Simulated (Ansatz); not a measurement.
`C/C(=C/F)CO` and `CC(C)=CF` differ in one atom or group.

Ansatz, PBE0-D4/def2-TZVP geometries, multiplicity 1. Each molecule was computed in one conformer, which needn't be the lowest.

```json
{"property": "LUMO energy (ωB97M-V/def2-TZVPP) / eV", "`C/C(=C/F)CO`": "2.21"}
{"property": "HOMO–LUMO gap (B3LYP/def2-TZVPP) / eV", "`C/C(=C/F)CO`": "7.00"}
{"property": "size of the dipole moment (PBE/def2-TZVPP) / D", "`C/C(=C/F)CO`": "1.28"}
{"property": "HOMO energy (B3LYP/def2-TZVPP) / eV", "`C/C(=C/F)CO`": "-7.04"}
{"property": "HOMO energy (ωB97M-V/def2-TZVPP) / eV", "`C/C(=C/F)CO`": "-9.49"}
{"property": "HOMO–LUMO gap (ωB97M-V/def2-TZVPP) / eV", "`C/C(=C/F)CO`": "11.70"}
```

Give the same properties after the change, and the shifts. (Best estimate.)

Ansatz gave: 
```tsv
property	`CC(C)=CF`	shift
LUMO energy (ωB97M-V/def2-TZVPP) / eV	2.70	0.49
HOMO–LUMO gap (B3LYP/def2-TZVPP) / eV	7.14	0.14
size of the dipole moment (PBE/def2-TZVPP) / D	1.49	0.21
HOMO energy (B3LYP/def2-TZVPP) / eV	-6.69	0.35
HOMO energy (ωB97M-V/def2-TZVPP) / eV	-9.12	0.37
HOMO–LUMO gap (ωB97M-V/def2-TZVPP) / eV	11.82	0.12
```

With PBE0 the HOMO rises by 0.36 eV and the LUMO rises by 0.49 eV, so the gap widens by about 0.13 eV. PBE moves the HOMO by 0.32 eV and ωB97M-V by 0.37 eV. Dipoles are sizes alone; their direction can turn.

B3LYP here is the variant with VWN-RPA as its local correlation; programs differ in this.
